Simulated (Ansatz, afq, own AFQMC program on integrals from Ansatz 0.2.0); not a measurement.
**CHO, doublet in cc-pVDZ, levels against CCSDT(Q)**

```xyz
3

O     0.0000   -0.0926    0.4384
C     0.0000    0.0614   -0.6649
H     0.0000    0.7389    0.9652
```

Connectivity, by distances: OH–C.

Basis cc-pVDZ. Only valence electrons are correlated. AFQMC by an in-house program on the Cholesky factors that Ansatz 0.2.0 writes for its CCSD(T) run. ph-AFQMC/CISD is guided by a CISD state made of CCSD amplitudes; releasing the constraint for a short imaginary time cuts its bias at the price of noise, slowly where states lie close. Uncertainties: one standard error, sampling alone.

Determinant: UHF, the one that the program's search chose, which needn't be the lowest solution. The geometry is a point of a scan.

No full CI on the walks' own integrals is used here; CCSDT(Q) serves as the reference and is uncertain by about the last step of the cluster series.

```
T1 diagnostic                               : 0.0215
weight of the determinant in the CISD state : 0.903
⟨S²⟩ of the determinant                     : 0.761
size of the correlated space                : 11 electrons in 31 orbitals
```

```csv
level,correlation energy (eV)
MP2,-7.2980
CCSD,-7.8474
CCSD(T),-8.0486
```

Problem. Estimate where AFQMC with the constraint released lies against CCSD(T) on the same integrals.

Solution. 1.95 ± 0.95 mEh below CCSD(T).

Reference: CCSDT(Q), correlation energy -8.081 eV. The released energy is read at 2.40 1/Eh (meV from the phaseless value at times in 1/Eh: -6 ± 16 at 0.24, -6 ± 13 at 0.51, 31 ± 12 at 0.99, 10 ± 15 at 1.62, -18 ± 26 at 2.40).

| level | E − E(reference) (mEh) | share of correlation (%) |
| --- | --- | --- |
| CCSD(T) | 1.20 | 99.60 |
| CCSDT | 0.64 | 99.78 |
| ph-AFQMC/HF | -1.00 ± 2.04 | 100.34 |
| ph-AFQMC/CISD | -0.10 ± 0.51 | 100.03 |
| released AFQMC | -0.76 ± 0.95 | 100.25 |

A walk keeps the symmetry of its determinant, which the program's search chose and which needn't be the lowest solution, so a lower state of the same spin and another symmetry isn't excluded. Released energies are given only where the last usable release times agree within the noise; a slower fall can still hide under it.
